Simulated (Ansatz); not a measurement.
## Cohesive energy of elemental solids other than molecular ones

Method: PBE (PAW; Ansatz, a first-principles code). References are measured values corrected to a static lattice or taken at low temperature (these still hold zero-point motion). The table is a random draw of 6 from 29 solids with such references.

Values in eV/atom.

```json
[
 {"solid": "fcc Ni", "reference": "4.48*", "PBE": "4.76", "error (eV/atom)": "+0.28"},
 {"solid": "hcp Ru", "reference": "6.8*", "PBE": "6.76", "error (eV/atom)": "-0.04"},
 {"solid": "bcc Rb", "reference": "0.86*", "PBE": "0.77", "error (eV/atom)": "-0.09"},
 {"solid": "hcp Zn", "reference": "1.38*", "PBE": "1.11", "error (eV/atom)": "-0.27"},
 {"solid": "hcp Mg", "reference": "1.51", "PBE": "1.50", "error (eV/atom)": "-0.01"},
 {"solid": "antiferromagnetic bcc Cr", "reference": "4.15*", "PBE": "4.12", "error (eV/atom)": "-0.03"}
]
```

Over these 6 solids the mean error is -0.03 eV/atom, the mean absolute error 0.12 eV/atom (median 0.07 eV/atom), and the worst case fcc Ni at +0.28 eV/atom; the value is too low in 5 of 6 cases. Over all 29, from unrounded values, the mean error is -0.03 eV/atom and the mean absolute error 0.20 eV/atom (median 0.12 eV/atom).

A star marks references brought to a static lattice; the others are low-temperature values that still hold zero-point motion, which matters most for light elements.

Differences are worked out from the printed values.

Free atoms are spin-polarised, in the lowest state found; at levels without +SOC their spin–orbit coupling is left out. Each level is taken at its own relaxed cell. Caveats: the commensurate order stands in for chromium's spin-density wave, and the size of the moments varies much between levels (antiferromagnetic bcc Cr). Ansatz's density-functional and Hartree–Fock values are scalar-relativistic unless marked +SOC, with PAW data made under PBE.

Ansatz's runs of these crystals have no spin polarisation, but for fcc Ni, antiferromagnetic bcc Cr.

Density-functional runs with spin start from parallel moments for fcc Ni, opposed moments for antiferromagnetic bcc Cr.

Not in this set, of the elemental solids other than molecular ones with a reference value in our tables and a result at some level: 13 for the spin–orbit terms of free Br, In, Sn, Te, I and atoms past barium, a cut that leaves lighter open-shell atoms' terms in the errors; 4 for a doubt noted on the run at PBE; 2 for another kind of cell or another program; 1 for sources at odds. These can be a level's best or worst cases. Solids without a released value at any level aren't counted. Layered and molecular crystals are counted apart. The metals Ce to Yb are counted apart.

References as tabulated in Jana et al. (2018), arXiv:1807.00350; Mejia-Rodriguez and Trickey (2018), arXiv:1807.09216; Kittel's textbook.
